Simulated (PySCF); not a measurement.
Job file and geometry (Å, from GFN2-xTB) of an NMR shielding run on `FB=S`, BFS, GIAO PBE0/pcSseg-1 NMR shielding, non-relativistic, gas phase (PySCF); density fitting, a coarse starting grid and PySCF grid level 2 are the driver's defaults:

```
{"job": {"kind": "nmr", "xc": "PBE0", "basis": "pcSseg-1"}, "charge": 0, "multiplicity": 1}
F     -1.387349     0.135478    -0.006430
B     -0.102244     0.105055    -0.004357
S      1.501074     0.067334    -0.001767
```

Q: What does the program print?

A: 
```
coarse grid: 3800 points
cycle   1  E = -522.5933361570  dE =  3.513e-01  |g| = 4.097e-01  |ddm| = 1.736e+00
cycle   2  E = -522.5330496452  dE =  6.029e-02  |g| = 6.509e-01  |ddm| = 7.573e-01
cycle   3  E = -522.6302932035  dE = -9.724e-02  |g| = 7.985e-02  |ddm| = 5.295e-01
cycle   4  E = -522.6316759644  dE = -1.383e-03  |g| = 3.662e-02  |ddm| = 9.460e-02
cycle   5  E = -522.6320118055  dE = -3.358e-04  |g| = 5.818e-03  |ddm| = 3.059e-02
cycle   6  E = -522.6320199269  dE = -8.121e-06  |g| = 7.955e-04  |ddm| = 5.499e-03
final grid: 34560 points
cycle   7  E = -522.6571069639  dE = -2.128e-05  |g| = 5.422e-03  |ddm| = 1.581e-02
cycle   8  E = -522.6570886088  dE =  1.836e-05  |g| = 9.335e-03  |ddm| = 1.380e-02
cycle   9  E = -522.6571152682  dE = -2.666e-05  |g| = 6.903e-04  |ddm| = 9.221e-03
cycle  10  E = -522.6571153696  dE = -1.014e-07  |g| = 1.790e-04  |ddm| = 5.535e-04
cycle  11  E = -522.6571153730  dE = -3.399e-09  |g| = 7.812e-05  |ddm| = 1.092e-04
cycle  12  E = -522.6571153741  dE = -1.094e-09  |g| = 4.811e-06  |ddm| = 4.669e-05
cycle  13  E = -522.6571153741  dE = -5.684e-12  |g| = 5.391e-07  |ddm| = 4.105e-06
converged SCF energy = -522.6571153741

GIAO shielding tensors (ppm)
atom      isotropic    diamagn.    paramagn.     s11        s22        s33       span
  0 F      307.470     467.363    -159.894    217.736    217.738    486.936    269.200
  1 B       77.746     203.415    -125.669      4.018      4.018    225.202    221.184
  2 S      799.558    1058.892    -259.334    669.092    669.097   1060.484    391.393
```

Size and cost of the density-fitted run: 58 basis functions, 4.6 s wall time on 1 thread of an x86-64 server CPU, shared host.
